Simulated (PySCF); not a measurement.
# C3H5FS: a look at the electrons

Aim: take C3H5FS and pull one bond apart with RHF, UHF and CASSCF, localise its valence orbitals, analyse its density (charges, bond critical points, surface potential) and compute its lowest excited states.

Program: PySCF 2.14.0. Level of theory: levels as typed in each script, gas phase, geometry from GFN2-xTB. These are calculated values, not measurements.

### Step 1. Where the work starts

SMILES `F[C@@H]1C[C@@H]1S`, 10 atoms, charge 0, spin multiplicity 1.

Bond lengths: F1–C2 1.363 Å, C2–C3 1.496 Å, C2–C4 1.495 Å, C2–H6 1.083 Å, C3–C4 1.504 Å, C3–H7 1.079 Å, C3–H8 1.080 Å, C4–S5 1.801 Å, C4–H9 1.081 Å, S5–H10 1.330 Å. Angles: F1–C2–C3 117.6°, F1–C2–C4 118.7°, F1–C2–H6 109.9°, C3–C2–C4 60.4°, C3–C2–H6 121.9°, C4–C2–H6 120.8°, C2–C3–C4 59.8°, C2–C3–H7 118.9°, C2–C3–H8 116.6°, C4–C3–H7 119.4°, C4–C3–H8 117.2°, H7–C3–H8 114.4°, C2–C4–C3 59.9°, C2–C4–S5 121.7°, C2–C4–H9 118.0°, C3–C4–S5 120.9°, C3–C4–H9 118.9°, S5–C4–H9 109.8° and more.

Geometry (Å):

```mol
C3H5FS
  3D, bonds by distance, orders not assigned

 10 10  0  0  0  0  0  0  0  0999 V2000
    1.2894    1.2518   -0.1159 F   0  0
    1.2125   -0.0103    0.3926 C   0  0
    0.8872   -1.1214   -0.5556 C   0  0
   -0.1247   -0.6755    0.4640 C   0  0
   -1.6328    0.1725   -0.0370 S   0  0
    1.9349   -0.1316    1.1904 H   0  0
    1.3789   -2.0735   -0.4321 H   0  0
    0.7076   -0.8421   -1.5832 H   0  0
   -0.3289   -1.3143    1.3114 H   0  0
   -1.0215    1.1785   -0.6568 H   0  0
  1  2  8  0
  2  3  8  0
  3  4  8  0
  4  5  8  0
  2  6  8  0
  3  7  8  0
  3  8  8  0
  4  9  8  0
  5 10  8  0
  2  4  8  0
M  END
```

### Step 2. Stretching a bond (cc-pvdz)

input.py

```python
import numpy as np
from pyscf import gto, scf, mcscf

mol = gto.M(atom='''
F      1.28936     1.25180    -0.11594
C      1.21254    -0.01029     0.39259
C      0.88717    -1.12139    -0.55562
C     -0.12467    -0.67549     0.46404
S     -1.63284     0.17249    -0.03702
H      1.93487    -0.13159     1.19038
H      1.37888    -2.07349    -0.43213
H      0.70758    -0.84213    -1.58315
H     -0.32886    -1.31430     1.31143
H     -1.02154     1.17849    -0.65680
''', basis='cc-pvdz', charge=0, spin=0, verbose=4)
# stretch the bond between atoms 4 and 9, from long to short, fragments rigid
a, b, move = 3, 8, [8]
xyz = mol.atom_coords(unit='Angstrom')
u = xyz[b] - xyz[a]
r0 = np.linalg.norm(u)
rows, last, dm_u = [], None, None
for r in [3.0, 2.35, 1.93, 1.66, 1.44, 1.28, 1.18, 1.07, 0.98]:
    new = xyz.copy()
    new[move] += u / r0 * (r - r0)
    m = mol.set_geom_(new, unit='Angstrom', inplace=False)
    rhf = scf.RHF(m).density_fit(auxbasis='def2-universal-jkfit').run()
    uhf = scf.UHF(m).density_fit(auxbasis='def2-universal-jkfit').newton()
    if dm_u is None:
        c = rhf.mo_coeff
        h = m.nelectron // 2 - 1
        ca, cb = c.copy(), c.copy()
        ca[:, h], cb[:, h] = (c[:, h] + c[:, h + 1]) / 2**.5, (c[:, h] - c[:, h + 1]) / 2**.5
        dm_u = np.array([x[:, :h + 1] @ x[:, :h + 1].T for x in (ca, cb)])
    uhf.kernel(dm0=dm_u)
    for _ in range(3):
        c, _, stable, _ = uhf.stability(return_status=True)
        if stable:
            break
        uhf.kernel(c, uhf.mo_occ)
    dm_u = uhf.make_rdm1()
    mc = mcscf.CASSCF(rhf, 2, 2)
    mc.natorb = True
    mc.fix_spin_(ss=0)
    guess = mcscf.addons.make_natural_orbitals(uhf)[1] if last is None else mcscf.project_init_guess(mc, last.mo_coeff, last.mol)
    mc.kernel(guess)
    last = mc
    act = slice(mc.ncore, mc.ncore + mc.ncas)
    print('r %.3f  RHF %.6f  UHF %.6f  <S^2> %.3f  CASSCF %.6f  occupations' % (r, rhf.e_tot, uhf.e_tot, uhf.spin_square()[0], mc.e_tot), mc.mo_occ[act].round(4))
    rows.append((new, rhf.e_tot, uhf.e_tot, uhf.spin_square()[0], mc.e_tot, mc.mo_occ[act], mc.mo_coeff[:, act], dm_u[0] - dm_u[1], rhf.converged and uhf.converged and mc.converged))
    np.savez('result.npz', **{k: [row[i] for row in rows] for i, k in enumerate('xyz rhf uhf s2 cas occ c spin ok'.split())})
```

Run with:

```sh
OMP_NUM_THREADS=1 python input.py
```

### Step 4. Localised orbitals (B3LYP/def2-svpd)

input.py

```python
import numpy as np
from pyscf import gto, scf, dft, lo
from pyscf.data.elements import chemcore

def solve(mol, dm0=None, hcore=None):
    mf = (dft.UKS if mol.spin else dft.RKS)(mol, xc='b3lyp')
    mf.grids.level = 3
    mf = mf.density_fit(auxbasis='def2-universal-jkfit')
    mf.conv_tol, mf.max_cycle = 1e-8, 80
    if hcore is not None:
        mf.get_hcore = lambda *args: hcore
    mf.kernel(dm0)
    if not mf.converged:
        mf = mf.newton().run(mf.mo_coeff, mf.mo_occ, max_cycle=30)
    assert mf.converged, 'SCF not converged'
    return mf

mol = gto.M(atom='''
F      1.28936     1.25180    -0.11594
C      1.21254    -0.01029     0.39259
C      0.88717    -1.12139    -0.55562
C     -0.12467    -0.67549     0.46404
S     -1.63284     0.17249    -0.03702
H      1.93487    -0.13159     1.19038
H      1.37888    -2.07349    -0.43213
H      0.70758    -0.84213    -1.58315
H     -0.32886    -1.31430     1.31143
H     -1.02154     1.17849    -0.65680
''', basis='def2-svpd', charge=0, spin=0, verbose=4)
mf = solve(mol)
occ_all = mf.mo_coeff[:, mf.mo_occ > 0]
occ = occ_all[:, chemcore(mol):]
loc = lo.ibo.ibo(mol, occ, iaos=lo.iao.iao(mol, occ_all))
fock, s = mf.get_fock(), mf.get_ovlp()
ortho = lo.orth_ao(mol, 'meta_lowdin')
ortho = lo.vec_lowdin(lo.iao.iao(mol, occ_all), s)
labels = lo.iao.reference_mol(mol).ao_labels(fmt=None)
vir = lo.vvo.livvo(mol, occ_all, mf.mo_coeff[:, mf.mo_occ == 0])
both = np.hstack([loc, vir])
p = (ortho.T @ s @ both) ** 2
pop = np.array([p[[l[0] == a for l in labels]].sum(0) for a in range(mol.natm)])
spd = np.array([[p[[l[0] == a and l[2][-1] == k for l in labels]].sum(0) for k in 'spd'] for a in range(mol.natm)])
eps = np.einsum('pi,pq,qi->i', both, fock, both)
for i in np.argsort(eps):
    top = np.argsort(-pop[:, i])[:3]
    print('%3d %s %9.4f Eh ' % (i + 1, 'occ' if i < loc.shape[1] else 'vir', eps[i]), '  '.join('%s%d %.3f' % (mol.atom_symbol(a), a + 1, pop[a, i]) for a in top))
np.savez('result.npz', c=both, nocc=loc.shape[1], pop=pop, spd=spd, eps=eps, e=mf.e_tot)
```

### Step 6. Density, bond paths and surface potential (B3LYP/def2-tzvp)

input.py

```python
import numpy as np
from pyscf import gto, scf, dft
from pyscf.scf import atom_ks, atom_hf
from scipy.linalg import block_diag

def solve(mol, dm0=None, hcore=None):
    mf = (dft.UKS if mol.spin else dft.RKS)(mol, xc='b3lyp')
    mf.grids.level = 3
    mf = mf.density_fit(auxbasis='def2-universal-jkfit')
    mf.conv_tol, mf.max_cycle = 1e-8, 80
    if hcore is not None:
        mf.get_hcore = lambda *args: hcore
    mf.kernel(dm0)
    if not mf.converged:
        mf = mf.newton().run(mf.mo_coeff, mf.mo_occ, max_cycle=30)
    assert mf.converged, 'SCF not converged'
    return mf

mol = gto.M(atom='''
F      1.28936     1.25180    -0.11594
C      1.21254    -0.01029     0.39259
C      0.88717    -1.12139    -0.55562
C     -0.12467    -0.67549     0.46404
S     -1.63284     0.17249    -0.03702
H      1.93487    -0.13159     1.19038
H      1.37888    -2.07349    -0.43213
H      0.70758    -0.84213    -1.58315
H     -0.32886    -1.31430     1.31143
H     -1.02154     1.17849    -0.65680
''', basis='def2-tzvp', charge=0, spin=0, verbose=4)
mf = solve(mol)
mf.analyze()
# spherically averaged free atoms, for the promolecule
atm = atom_ks.get_atm_nrks(mol, xc='b3lyp')
pro = block_diag(*[(atm[a[0]][2] * atm[a[0]][3]) @ atm[a[0]][2].T for a in mol._atom])
np.savez('result.npz', e=mf.e_tot, c=mf.mo_coeff, occ=mf.mo_occ, eps=mf.mo_energy, pro=pro, dip=mf.dip_moment(verbose=0), s2=mf.spin_square()[0])
```

### Step 8. Excited states (wB97X/cc-pvdz)

input.py

```python
import numpy as np
from pyscf import gto, scf, dft, tdscf
from pyscf.scf import atom_ks, atom_hf
from scipy.linalg import block_diag

def solve(mol, dm0=None, hcore=None):
    mf = (dft.UKS if mol.spin else dft.RKS)(mol, xc='wb97x')
    mf.grids.level = 3
    mf = mf.density_fit(auxbasis='def2-universal-jkfit')
    mf.conv_tol, mf.max_cycle = 1e-8, 80
    if hcore is not None:
        mf.get_hcore = lambda *args: hcore
    mf.kernel(dm0)
    if not mf.converged:
        mf = mf.newton().run(mf.mo_coeff, mf.mo_occ, max_cycle=30)
    assert mf.converged, 'SCF not converged'
    return mf

mol = gto.M(atom='''
F      1.28936     1.25180    -0.11594
C      1.21254    -0.01029     0.39259
C      0.88717    -1.12139    -0.55562
C     -0.12467    -0.67549     0.46404
S     -1.63284     0.17249    -0.03702
H      1.93487    -0.13159     1.19038
H      1.37888    -2.07349    -0.43213
H      0.70758    -0.84213    -1.58315
H     -0.32886    -1.31430     1.31143
H     -1.02154     1.17849    -0.65680
''', basis='cc-pvdz', charge=0, spin=0, verbose=4)
mf = solve(mol)
td = mf.TDDFT()
td.nstates, td.singlet, td.conv_tol = 4, True, 1e-5
td.kernel()
td.analyze()
x, y = np.array([p[0] for p in td.xy]), np.array([p[1] + 0 * p[0] for p in td.xy])
f, mu = td.oscillator_strength(), td.transition_dipole()
nto = [td.get_nto(state=i + 1, verbose=4) for i in range(len(td.e))]
# spherically averaged free atoms, for the promolecule
atm = atom_ks.get_atm_nrks(mol, xc='wb97x')
pro = block_diag(*[(atm[a[0]][2] * atm[a[0]][3]) @ atm[a[0]][2].T for a in mol._atom])
np.savez('result.npz', e=td.e, f=f, ok=td.converged, w=[n[0] for n in nto], nto=[n[1] for n in nto], x=x, y=y, c=mf.mo_coeff, occ=mf.mo_occ, eps=mf.mo_energy, pro=pro, mu=mu)
```

(Steps that only read results are left out.)

Q: Predict the outcome of this session. Wanted: dipole moment; HOMO, LUMO; lowest singlet excitation.

As calculated:

| quantity | value |
| --- | --- |
| cost of the stretch to 3.0 Å, CASSCF and RHF (cc-pvdz) | 4.3 and 7.4 eV |
| localised occupied orbitals above −45 eV (B3LYP/def2-svpd) | 15 |
| dipole moment (B3LYP/def2-tzvp) | 2.01 D |
| HOMO, LUMO (B3LYP/def2-tzvp) | -6.47, 0.35 eV |
| lowest singlet excitation (wB97X/cc-pvdz) | 5.92 eV |

**Reading.** RHF rises too steeply at long distance, since it keeps both electrons in one orbital and so mixes in ionic fragments. At B3LYP/def2-tzvp: The highest Hirshfeld charge is on H6 (+0.06 e), the lowest on F1 (−0.10 e). The geometry was not optimised at these levels.
